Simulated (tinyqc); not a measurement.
UHF in the sto-3g basis, for CH, spin multiplicity 4, step by step (part 3 of 3). Computed by tinyqc, a small Python program that keeps every step (integrals from PySCF). Command: `OMP_NUM_THREADS=1 python tinyqc.py 27333 27334 out.jsonl` (the two numbers bound the seeds that draw the settings). One thread of a shared host (Intel(R) Xeon(R) Processor @ 2.60GHz), about 0.1 s of CPU time with the checks.

Geometry (angstrom):
```
atom         x         y         z
C     0.000000  0.000000  0.000000
H     0.000000  0.000000  1.786000
```

## Iteration 4: DIIS over 4 matrices

error matrix X^T (FDS - SDF) X (alpha):
```
           1          2         3         4          5          6
1   0.000000   0.000332  0.000000  0.000000   0.004021  -0.002170
2  -0.000332   0.000000  0.000000  0.000000  -0.010121   0.007402
3   0.000000   0.000000  0.000000  0.000000   0.000000   0.000000
4   0.000000   0.000000  0.000000  0.000000   0.000000   0.000000
5  -0.004021   0.010121  0.000000  0.000000   0.000000   0.023487
6   0.002170  -0.007402  0.000000  0.000000  -0.023487   0.000000
```

B (overlaps of the stored error matrices):
```
                1               2               3               4
1   6.1701210e-02  -1.2634203e-02  -6.9321666e-03  -2.4107213e-03
2  -1.2634203e-02   3.6842543e-02   1.9471467e-02   7.3040164e-03
3  -6.9321666e-03   1.9471467e-02   1.1586613e-02   4.9743875e-03
4  -2.4107213e-03   7.3040164e-03   4.9743875e-03   2.4132796e-03
```

Minimise |sum c_i e_i|^2 with sum c_i = 1: solve [B -1; -1 0][c; lambda] = [0; -1] with B_ij = tr e_i^T e_j summed over both spins, and take F = sum c_i F_i.

DIIS coefficients: -0.013027  0.644528  -2.183331  2.551829

extrapolated F(alpha) (hartree):
```
             1C 1s      1C 2s     1C 2px     1C 2py     1C 2pz      2H 1s
1C 1s   -10.898025  -2.955253   0.000000   0.000000   0.000282  -0.159687
1C 2s    -2.955253  -1.488586   0.000000   0.000000   0.077754  -0.249695
1C 2px    0.000000   0.000000  -0.328066   0.000000   0.000000   0.000000
1C 2py    0.000000   0.000000   0.000000  -0.328066   0.000000   0.000000
1C 2pz    0.000282   0.077754   0.000000   0.000000   0.146333  -0.229326
2H 1s    -0.159687  -0.249695   0.000000   0.000000  -0.229326  -0.478303
```

extrapolated F(beta) (hartree):
```
             1C 1s      1C 2s    1C 2px    1C 2py     1C 2pz      2H 1s
1C 1s   -10.892000  -2.898351  0.000000  0.000000   0.000376  -0.153563
1C 2s    -2.898351  -1.174137  0.000000  0.000000  -0.119070  -0.229798
1C 2px    0.000000   0.000000  0.397566  0.000000   0.000000   0.000000
1C 2py    0.000000   0.000000  0.000000  0.397566   0.000000   0.000000
1C 2pz    0.000376  -0.119070  0.000000  0.000000   0.304101  -0.101904
2H 1s    -0.153563  -0.229798  0.000000  0.000000  -0.101904   0.195849
```

## Iteration 4: diagonalisation and new density

X:
```
            1C 1s      1C 2s    1C 2px    1C 2py     1C 2pz      2H 1s
1C 1s    1.024543  -0.131239  0.000000  0.000000  -0.002302   0.011951
1C 2s   -0.131239   1.038632  0.000000  0.000000   0.016446  -0.099682
1C 2px   0.000000   0.000000  1.000000  0.000000   0.000000   0.000000
1C 2py   0.000000   0.000000  0.000000  1.000000   0.000000   0.000000
1C 2pz  -0.002302   0.016446  0.000000  0.000000   1.018782  -0.114408
2H 1s    0.011951  -0.099682  0.000000  0.000000  -0.114408   1.032594
```

Diagonalise F' = X^T F X, C = X C', fill 5 alpha and 2 beta electrons from the bottom; D(s) = C_occ C_occ^T. Each column has its largest component positive (the first on a tie).

F' = X^T F X (alpha) (hartree):
```
            1          2          3          4          5          6
1  -10.673572  -1.517086   0.000000   0.000000  -0.019495   0.014863
2   -1.517086  -0.941650   0.000000   0.000000   0.115346  -0.119493
3    0.000000   0.000000  -0.328066   0.000000   0.000000   0.000000
4    0.000000   0.000000   0.000000  -0.328066   0.000000   0.000000
5   -0.019495   0.115346   0.000000   0.000000   0.202304  -0.217849
6    0.014863  -0.119493   0.000000   0.000000  -0.217849  -0.413964
```

orbital energies (alpha) (hartree): MO1 -10.904584, MO2 -0.755078, MO3 -0.460725, MO4 -0.328066, MO5 -0.328066, MO6 0.293505

coefficients C (alpha):
```
              MO1        MO2        MO3        MO4       MO5        MO6
1C 1s    0.993114  -0.266376   0.086915   0.000000  0.000000  -0.047690
1C 2s    0.026583   0.963971  -0.368870   0.000000  0.000000   0.200435
1C 2px   0.000000   0.000000   0.000000   0.998049  0.062432   0.000000
1C 2py   0.000000   0.000000   0.000000  -0.062432  0.998049   0.000000
1C 2pz   0.000345  -0.066668   0.242455   0.000000  0.000000   0.994008
2H 1s   -0.002884   0.225677   0.916215   0.000000  0.000000  -0.446129
```

F' = X^T F X (beta) (hartree):
```
            1          2         3         4          5          6
1  -10.677076  -1.499212  0.000000  0.000000   0.007088   0.021782
2   -1.499212  -0.622206  0.000000  0.000000  -0.093024  -0.172267
3    0.000000   0.000000  0.397566  0.000000   0.000000   0.000000
4    0.000000   0.000000  0.000000  0.397566   0.000000   0.000000
5    0.007088  -0.093024  0.000000  0.000000   0.338587  -0.159756
6    0.021782  -0.172267  0.000000  0.000000  -0.159756   0.271365
```

orbital energies (beta) (hartree): MO1 -10.895858, MO2 -0.466439, MO3 0.202922, MO4 0.397566, MO5 0.397566, MO6 0.470044

coefficients C (beta):
```
              MO1        MO2        MO3       MO4        MO5        MO6
1C 1s    0.994854  -0.262003   0.090201  0.000000   0.000000  -0.023321
1C 2s    0.020103   0.973568  -0.376091  0.000000   0.000000   0.128463
1C 2px   0.000000   0.000000   0.000000  0.979129  -0.203240   0.000000
1C 2py   0.000000   0.000000   0.000000  0.203240   0.979129   0.000000
1C 2pz   0.000649   0.150711   0.558284  0.000000   0.000000   0.846691
2H 1s   -0.002320   0.153433   0.694179  0.000000   0.000000  -0.764190
```

D(alpha) after iteration 4:
```
            1C 1s      1C 2s    1C 2px    1C 2py     1C 2pz      2H 1s
1C 1s    1.064785  -0.262439  0.000000  0.000000   0.039175   0.016654
1C 2s   -0.262439   1.066012  0.000000  0.000000  -0.153691  -0.120494
1C 2px   0.000000   0.000000  1.000000  0.000000   0.000000   0.000000
1C 2py   0.000000   0.000000  0.000000  1.000000   0.000000   0.000000
1C 2pz   0.039175  -0.153691  0.000000  0.000000   0.063229   0.207095
2H 1s    0.016654  -0.120494  0.000000  0.000000   0.207095   0.890388
```

D(beta) after iteration 4:
```
            1C 1s      1C 2s    1C 2px    1C 2py     1C 2pz      2H 1s
1C 1s    1.058379  -0.235078  0.000000  0.000000  -0.038841  -0.042508
1C 2s   -0.235078   0.948239  0.000000  0.000000   0.146741   0.149331
1C 2px   0.000000   0.000000  0.000000  0.000000   0.000000   0.000000
1C 2py   0.000000   0.000000  0.000000  0.000000   0.000000   0.000000
1C 2pz  -0.038841   0.146741  0.000000  0.000000   0.022714   0.023123
2H 1s   -0.042508   0.149331  0.000000  0.000000   0.023123   0.023547
```

Within a degenerate level the vectors are fixed only up to a rotation; this is one choice.

## Iteration 11 (converged): orbitals

converged F(alpha) (hartree):
```
             1C 1s      1C 2s     1C 2px     1C 2py     1C 2pz      2H 1s
1C 1s   -10.920436  -2.959130   0.000000   0.000000   0.000201  -0.159962
1C 2s    -2.959130  -1.492624   0.000000   0.000000   0.081703  -0.250554
1C 2px    0.000000   0.000000  -0.325992   0.000000   0.000000   0.000000
1C 2py    0.000000   0.000000   0.000000  -0.325992   0.000000   0.000000
1C 2pz    0.000201   0.081703   0.000000   0.000000   0.134473  -0.231701
2H 1s    -0.159962  -0.250554   0.000000   0.000000  -0.231701  -0.467344
```

converged F(beta) (hartree):
```
             1C 1s      1C 2s    1C 2px    1C 2py     1C 2pz      2H 1s
1C 1s   -10.873378  -2.896195  0.000000  0.000000   0.000324  -0.153432
1C 2s    -2.896195  -1.164706  0.000000  0.000000  -0.123766  -0.232302
1C 2px    0.000000   0.000000  0.396835  0.000000   0.000000   0.000000
1C 2py    0.000000   0.000000  0.000000  0.396835   0.000000   0.000000
1C 2pz    0.000324  -0.123766  0.000000  0.000000   0.302878  -0.104646
2H 1s    -0.153432  -0.232302  0.000000  0.000000  -0.104646   0.185084
```

As before.

F' = X^T F X (alpha) (hartree):
```
            1          2          3          4          5          6
1  -10.696123  -1.517740   0.000000   0.000000  -0.020110   0.014975
2   -1.517740  -0.944916   0.000000   0.000000   0.119750  -0.121681
3    0.000000   0.000000  -0.325992   0.000000   0.000000   0.000000
4    0.000000   0.000000   0.000000  -0.325992   0.000000   0.000000
5   -0.020110   0.119750   0.000000   0.000000   0.190825  -0.220717
6    0.014975  -0.121681   0.000000   0.000000  -0.220717  -0.401646
```

orbital energies (alpha) (hartree): MO1 -10.926894, MO2 -0.758766, MO3 -0.454013, MO4 -0.325992, MO5 -0.325992, MO6 0.287812

coefficients C (alpha):
```
              MO1        MO2        MO3       MO4        MO5        MO6
1C 1s    0.993176  -0.267212   0.082520  0.000000   0.000000  -0.049485
1C 2s    0.026351   0.968406  -0.352818  0.000000   0.000000   0.207851
1C 2px   0.000000   0.000000   0.000000  0.999952  -0.009779   0.000000
1C 2py   0.000000   0.000000   0.000000  0.009779   0.999952   0.000000
1C 2pz   0.000337  -0.072426   0.255560  0.000000   0.000000   0.990315
2H 1s   -0.002844   0.214297   0.912805  0.000000   0.000000  -0.458557
```

F' = X^T F X (beta) (hartree):
```
            1          2         3         4          5          6
1  -10.657939  -1.500715  0.000000  0.000000   0.007564   0.022202
2   -1.500715  -0.612036  0.000000  0.000000  -0.097387  -0.174348
3    0.000000   0.000000  0.396835  0.000000   0.000000   0.000000
4    0.000000   0.000000  0.000000  0.396835   0.000000   0.000000
5    0.007564  -0.097387  0.000000  0.000000   0.337670  -0.160863
6    0.022202  -0.174348  0.000000  0.000000  -0.160863   0.261021
```

orbital energies (beta) (hartree): MO1 -10.877338, MO2 -0.459987, MO3 0.199910, MO4 0.396835, MO5 0.396835, MO6 0.466132

coefficients C (beta):
```
              MO1        MO2        MO3       MO4        MO5        MO6
1C 1s    0.994781  -0.260974   0.094262  0.000000   0.000000  -0.021834
1C 2s    0.020376   0.968250  -0.391590  0.000000   0.000000   0.122145
1C 2px   0.000000   0.000000   0.000000  0.123091   0.992395   0.000000
1C 2py   0.000000   0.000000   0.000000  0.992395  -0.123091   0.000000
1C 2pz   0.000671   0.158235   0.541952  0.000000   0.000000   0.855880
2H 1s   -0.002353   0.163160   0.704641  0.000000   0.000000  -0.752511
```

D(alpha) after iteration 11:
```
            1C 1s      1C 2s    1C 2px    1C 2py     1C 2pz      2H 1s
1C 1s    1.064611  -0.261712  0.000000  0.000000   0.040777   0.015238
1C 2s   -0.261712   1.062984  0.000000  0.000000  -0.160295  -0.114603
1C 2px   0.000000   0.000000  1.000000  0.000000   0.000000   0.000000
1C 2py   0.000000   0.000000  0.000000  1.000000   0.000000   0.000000
1C 2pz   0.040777  -0.160295  0.000000  0.000000   0.070556   0.217755
2H 1s    0.015238  -0.114603  0.000000  0.000000   0.217755   0.879144
```

D(beta) after iteration 11:
```
            1C 1s      1C 2s    1C 2px    1C 2py     1C 2pz      2H 1s
1C 1s    1.057697  -0.232419  0.000000  0.000000  -0.040627  -0.044921
1C 2s   -0.232419   0.937924  0.000000  0.000000   0.153225   0.157932
1C 2px   0.000000   0.000000  0.000000  0.000000   0.000000   0.000000
1C 2py   0.000000   0.000000  0.000000  0.000000   0.000000   0.000000
1C 2pz  -0.040627   0.153225  0.000000  0.000000   0.025039   0.025816
2H 1s   -0.044921   0.157932  0.000000  0.000000   0.025816   0.026627
```

Within a degenerate level the vectors are fixed only up to a rotation; this is one choice.

## Convergence

Stop when the energy changes by less than 1e-10 hartree and every element of the error matrix X^T (F D S - S D F) X (for each spin) is below 3e-06.

Course of the cycle:
```
iteration   E (hartree)     change  largest element of the error matrix
1          -38.22497143          -                             1.36e-01
2          -37.64337291   5.82e-01                             1.01e-01
3          -37.66248830  -1.91e-02                             5.73e-02
4          -37.67325149  -1.08e-02                             2.35e-02
5          -37.67631880  -3.07e-03                             4.13e-03
6          -37.67637489  -5.61e-05                             1.24e-03
7          -37.67640097  -2.61e-05                             7.64e-04
8          -37.67640434  -3.36e-06                             3.72e-04
9          -37.67640535  -1.01e-06                             7.20e-06
10         -37.67640535  -3.42e-10                             5.98e-07
11         -37.67640535  -1.69e-12                             2.13e-07
```

PySCF UHF in the same basis, after a stability check = -37.67640535 hartree

Converged in 11 iterations.

## Populations, bond orders and dipole

overlap S:
```
           1C 1s     1C 2s    1C 2px    1C 2py    1C 2pz     2H 1s
1C 1s   1.000000  0.248362  0.000000  0.000000  0.000000  0.013039
1C 2s   0.248362  1.000000  0.000000  0.000000  0.000000  0.184037
1C 2px  0.000000  0.000000  1.000000  0.000000  0.000000  0.000000
1C 2py  0.000000  0.000000  0.000000  1.000000  0.000000  0.000000
1C 2pz  0.000000  0.000000  0.000000  0.000000  1.000000  0.216961
2H 1s   0.013039  0.184037  0.000000  0.000000  0.216961  1.000000
```

Mulliken: Z minus the diagonal of D S on the atom; Loewdin: the same with S^(1/2) D S^(1/2); Mayer order: 2 sum_s sum (D(s) S)_ij (D(s) S)_ji over the two atoms.

Charges (e):
```
atom   Mulliken    Loewdin  Mulliken spin
1C    -0.033796  -0.033822       2.155211
2H     0.033796   0.033822       0.844789
```

Mayer bond orders:
```
pair     order
2-1   0.285190
```

dipole moment about the origin, x y z (debye): 0.000000  0.000000  0.168547

<S^2> of the determinant (pure state: 3.75) = 3.796646
